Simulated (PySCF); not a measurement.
methanol (CH4O), SMILES CO.

Geometry: B3LYP-D3(BJ)/def2-TZVP.

Computed with PBE/def2-TZVPD in PySCF.

Symmetry labels are those of the subgroup Cs that the program uses (full group Cs).

Computed valence orbital energies around the gap with their symmetry:
| orbital | symmetry | energy (eV) |
|---|---|---|
| HOMO−7 | A' | -269.95 |
| HOMO−6 | A' | -25.46 |
| HOMO−5 | A' | -16.87 |
| HOMO−4 | A' | -12.54 |
| HOMO−3 | A" | -10.65 |
| HOMO−2 | A' | -10.38 |
| HOMO−1 | A' | -8.00 |
| HOMO | A" | -6.30 |
| LUMO | A' | -0.43 |
| LUMO+1 | A' | 0.38 |
| LUMO+2 | A" | 1.34 |
| LUMO+3 | A' | 1.39 |
